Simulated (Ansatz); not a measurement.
`C[O][AlH2]` and `CON` differ in one atom or group.

Ansatz, PBE0-D4/def2-TZVP geometries, multiplicity 1. Each molecule was computed in one conformer, which needn't be the lowest.

| property | `C[O][AlH2]` |
| --- | --- |
| size of the dipole moment (PBE/def2-TZVPP) / D | 0.90 |
| LUMO energy (PBE/def2-TZVPP) / eV | -1.73 |
| ideal-gas entropy at 298 K and 1 bar (rigid rotor, harmonic PBE0-D4/def2-TZVP) / J/(mol·K) | 297 |
| LUMO energy (PBE0/def2-TZVPP) / eV | -0.97 |
| size of the dipole moment (ωB97M-V/def2-TZVPP) / D | 0.93 |
| zero-point energy (PBE0-D4/def2-TZVP) / kJ/mol | 145.0 |

Task: Give the same properties after the change, and the shifts. (An estimate is asked.)

Result: Ansatz gave: 
| property | `CON` | shift |
| --- | --- | --- |
| size of the dipole moment (PBE/def2-TZVPP) / D | 0.52 | -0.38 |
| LUMO energy (PBE/def2-TZVPP) / eV | 0.36 | 2.09 |
| ideal-gas entropy at 298 K and 1 bar (rigid rotor, harmonic PBE0-D4/def2-TZVP) / J/(mol·K) | 272 | -25 |
| LUMO energy (PBE0/def2-TZVPP) / eV | 1.20 | 2.17 |
| size of the dipole moment (ωB97M-V/def2-TZVPP) / D | 0.52 | -0.41 |
| zero-point energy (PBE0-D4/def2-TZVP) / kJ/mol | 180.1 | 35.1 |

With PBE0 the HOMO rises by 0.67 eV and the LUMO rises by 2.17 eV, so the gap widens by about 1.50 eV. PBE moves the HOMO by 0.80 eV and ωB97M-V by 0.49 eV. Dipoles are sizes alone; their direction can turn.
